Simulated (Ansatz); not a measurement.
This geometry of FH3OSi + H2 (8 atoms, charge 0, multiplicity 1) is a first-order saddle point.

All numbers below come from RKS B3LYP/cc-pVDZ (Ansatz 0.2.0).

```xyz
8
Properties=species:S:1:pos:R:3
Si 0.070 0.167 -0.112
F 1.030 -0.177 1.608
O 1.403 -0.444 -0.926
H 1.985 -0.962 -0.350
H -0.474 1.075 -1.168
H -1.028 -0.717 0.358
H 0.140 1.592 0.895
H 0.605 0.961 1.457
```

Which two structures does it join? (They come from a converged band through this point; their orientation in space is the band's.)

Bonds broken: Si1–F2, H7–H8. Bonds formed: Si1–H7, F2–H8. FH3OSi + H2 becomes FH + H4OSi.

Initial state:

```xyz
8
Properties=species:S:1:pos:R:3
Si -0.174 -0.433 -0.406
F 0.190 0.251 1.056
O 1.220 -0.724 -1.278
H 1.801 -1.420 -0.941
H -0.952 0.549 -1.198
H -0.910 -1.687 -0.078
H 1.430 2.790 2.463
H 1.127 2.168 2.145
```

Final state:

```xyz
8
Properties=species:S:1:pos:R:3
Si -0.293 0.414 -0.239
F 1.510 0.135 2.335
O 1.382 0.025 -0.236
H 1.632 -0.745 -0.766
H -0.758 0.497 -1.658
H -1.087 -0.622 0.481
H -0.383 1.737 0.426
H 1.728 0.053 1.418
```

How far does it lie above each of them?

218.8 kJ/mol above the first and 132.7 kJ/mol above the second. This is the barrier of this one path; another mechanism may lie lower. The orbitals stay closed-shell, which can raise the energy where a bond breaks towards radicals; this wasn't checked here.

Run time: 6.2 min on 1 thread of Intel(R) Xeon(R) 6975P-C (Granite Rapids), with other jobs on the host, peak memory 0.15 GiB.
